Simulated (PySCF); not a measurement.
A GIAO shielding run with PySCF (density fitting, non-relativistic, gas phase) on SMILES [C-]#[N+]C1CC1, C4H5N:

```
$ OMP_NUM_THREADS=1 python probes_run.py task.json out

{"job": {"kind": "nmr", "xc": "B97-2", "basis": "pcSseg-2", "pop": false}, "charge": 0, "multiplicity": 1}
C      2.655347    -0.750351    -0.310635
N      1.586942    -0.491385     0.077725
C      0.311979    -0.188438     0.543374
C     -0.441400     0.940128    -0.094186
C     -0.866779    -0.472639    -0.337954
H      0.202036    -0.338610     1.610003
H      0.058257     1.460091    -0.900404
H     -1.040349     1.563402     0.556657
H     -0.652449    -0.901600    -1.307558
H     -1.763917    -0.841067     0.141904
```

Hardware: 1 thread of an Arm Neoverse N1, shared host. The job also computes ring-centre shieldings.

**Question.** How large is the calculation?

**Answer.** 36 electrons, 250 basis functions and 645 auxiliary functions.

**Question.** How long does it take, and how much memory does it need?

**Answer.** 38 s of wall time, with 14 SCF cycles and 5 response iterations; peak memory 0.85 GiB. Times on a shared host scatter by some tens of per cent.

**Question.** And these other runs on the same molecule and hardware: GIAO shielding at KT3/pcSseg-2; GIAO shielding at PBE0/pcSseg-2; GIAO shielding at wB97X-D/pcSseg-2?

**Answer.** KT3/pcSseg-2: 250 functions, 48 s; PBE0/pcSseg-2: 250 functions, 48 s; wB97X-D/pcSseg-2: 250 functions, 47 s.
